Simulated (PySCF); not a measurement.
**Electric properties by functional and basis**

Species: 1,3,4-thiadiazole, C₂H₂N₂S.
Numbering: `[cH:1]1[n:2][n:3][cH:4][s:5]1` (hydrogens: H6 on C1; H7 on C4)

PySCF, dipoles from the SCF density, polarisabilities from static response with core orbitals frozen. Geometry: PBE0-D3(BJ)/def2-SVP; no solvent, vibrations or thermal averaging.

Q: How do dipole and polarisability depend on functional and basis here?

A: 

```tsv
level	μ (D)	error (%)	α (au)	anisotropy (au)
LDA/def2-SVPD	3.231	-1.5	54.16	27.50
PBE/def2-SVPD	3.098	-5.5	53.87	27.47
B3LYP/def2-SVPD	3.328	+1.4	52.49	25.95
PBE0/def2-SVPD	3.282	+0.1	51.87	25.38
BHandHLYP/def2-SVPD	3.478	+6.0	50.72	24.20
CAM-B3LYP/def2-SVPD	3.464	+5.6	51.57	24.91
wB97X-D/def2-SVPD	3.384	+3.2	51.60	24.71
LC-wPBE/def2-SVPD	3.454	+5.3	50.34	23.87
HF/def2-SVPD	3.552	+8.3	49.40	22.47
PBE0/6-31G*	3.118	-4.9	42.54	30.05
PBE0/def2-SVP	3.250	-0.9	41.75	27.59
PBE0/6-31+G*	3.435	+4.7	49.89	27.38
PBE0/aug-cc-pVDZ	3.291	+0.3	53.42	26.30
PBE0/def2-TZVP	3.283	+0.1	49.55	28.00
PBE0/def2-TZVPD	3.300	+0.6	53.59	26.64
PBE0/aug-cc-pVTZ	3.297	+0.5	53.80	26.49
```

Reference dipole: 3.280 D (measured, gas; NIST CCCBDB Release 22 (SRD 101), experimental dipoles). The anisotropy is √(½[(α1 − α2)² + (α2 − α3)² + (α3 − α1)²]). For the dipole, the smallest error is 0.1% (PBE0/def2-SVPD and PBE0/def2-TZVP) and the largest 8.3% (HF/def2-SVPD). The dipole runs from 3.10 D (PBE/def2-SVPD) to 3.55 D (HF/def2-SVPD). No reference polarisability is at hand; against PBE0 in the largest diffuse basis at hand (aug-cc-pVTZ) the other PBE0 rows deviate by 6-31G* -21%, def2-SVP -22%, 6-31+G* -7%, def2-SVPD -4%, aug-cc-pVDZ -1%, def2-TZVP -8%, def2-TZVPD 0%. In one basis (def2-SVPD) the functionals order the polarisability from HF (lowest) to LDA (highest), a spread of 10%. With PBE0 the polarisability is 44.61 au without diffuse functions (mean of 6-31G*, def2-SVP and def2-TZVP) and 52.52 au with them (mean of 6-31+G*, def2-SVPD, aug-cc-pVDZ, def2-TZVPD and aug-cc-pVTZ). Measured values can belong to vibrating molecules; the computed ones are for one fixed geometry.
